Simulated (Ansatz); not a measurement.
# H2O (charge +1), SMILES [OH2+]: a composite energy at a relaxed geometry

Computed with Ansatz 0.2.0, Python API.

Run as a notebook:

```python
import itertools

import ansatz as az
from ase.data import atomic_numbers, covalent_radii
import numpy as np
```

```python
BASIS_SET = "def2-SVP"
FUNCTIONAL = "r2scan"
CHARGE = 1
```

```python
geometry_ang = [
    ("O", [0.0088, 0.404, 0.0]),
    ("H", [-0.7872, -0.185, 0.0]),
    ("H", [0.7785, -0.219, 0.0]),
]
h2o = az.Crystal.molecule()
for symbol, xyz in geometry_ang:
    h2o = h2o.atom(symbol, xyz)
```

```python
base = (
    h2o.calculation()
    .basis(gaussian=BASIS_SET)
    .functional(FUNCTIONAL)
    .charge(CHARGE)
    .spin("collinear", total=1)
)
symbols = [site.symbol for site in h2o.cartesian_sites]
start = np.array([site.position_ang for site in h2o.cartesian_sites], dtype=float)
data = base.relax(force_tolerance=0.01, max_steps=100).run(threads=1, backend="cpu").report
end = np.array(data["positions_ang"])
# pairs closer than 1.2 times the sum of covalent radii, before or after
radius = [covalent_radii[atomic_numbers[s]] for s in symbols]
span = lambda where, i, j: np.linalg.norm(where[i] - where[j])
bonded = [(i, j) for i, j in itertools.combinations(range(len(symbols)), 2) if min(span(start, i, j), span(end, i, j)) < 1.2 * (radius[i] + radius[j])]
print("pair        before    after (A)")
for i, j in bonded:
    print(f"{symbols[i]}{i}-{symbols[j]}{j}".ljust(10), f"{span(start, i, j):8.4f} {span(end, i, j):8.4f}")
for first, second in list(itertools.combinations(bonded, 2)):
    shared = set(first) & set(second)
    if shared and symbols[(j := shared.pop())] != "H":
        i, k = sorted((set(first) | set(second)) - {j})
        u, v = end[i] - end[j], end[k] - end[j]
        angle = np.degrees(np.arccos(np.clip(u @ v / np.linalg.norm(u) / np.linalg.norm(v), -1, 1)))
        print(f"final angle {symbols[i]}{i}-{symbols[j]}{j}-{symbols[k]}{k}: {angle:.2f} deg")
```

    pair        before    after (A)
    O0-H1        0.9902   1.0092
    O0-H2        0.9902   1.0092
    final angle H1-O0-H2: 108.73 deg

```python
minimum = az.Crystal.molecule()
for symbol, place in zip(symbols, end):
    minimum = minimum.atom(symbol, place.tolist())
at_minimum = (
    minimum.calculation()
    .charge(CHARGE)
    .spin("collinear", total=1)
)
# MP2 extrapolated to the basis limit, plus the small-basis difference CCSD(T) - MP2
level = lambda method, basis: at_minimum.basis(gaussian=basis).correlation(method).run(threads=1, backend="cpu").report
small, large, cluster = level("mp2", "cc-pVDZ"), level("mp2", "cc-pVTZ"), level("ccsd_t", "cc-pVDZ")
corr = lambda each: (each["free_energy_ev"] - each["reference_energy_ev"]) / 27.211386246
mp2_limit = (27 * corr(large) - 8 * corr(small)) / 19
pieces = {"HF / cc-pVTZ": large["reference_energy_ev"] / 27.211386246, "MP2 correlation, DZ-TZ limit": mp2_limit, "CCSD(T) - MP2 / cc-pVDZ": corr(cluster) - corr(small)}
for name, value in pieces.items():
    print(f"{name:32s} {value:14.6f} Ha")
print(f"{'sum':32s} {sum(pieces.values()):14.6f} Ha")
print("T1 diagnostic", round(cluster["correlation"]["coupled_cluster"]["t1_diagnostic"], 4))
```

    HF / cc-pVTZ                         -75.657171 Ha
    MP2 correlation, DZ-TZ limit          -0.218412 Ha
    CCSD(T) - MP2 / cc-pVDZ               -0.019201 Ha
    sum                                  -75.894783 Ha
    T1 diagnostic 0.0077

Total energies depend on the basis set; only differences at equal settings carry meaning. The sum leaves out core correlation, relativity, the Hartree-Fock basis error and zero-point energy; a DZ-TZ extrapolation is rough. The species is open-shell (spin multiplicity 2). Inner cores stay frozen, so this is valence correlation. An extrapolation from small basis sets is rough. Wall time of the script: 7.3 s on 1 thread of Arm Neoverse N1 (shared host), peak memory 0.17 GiB.
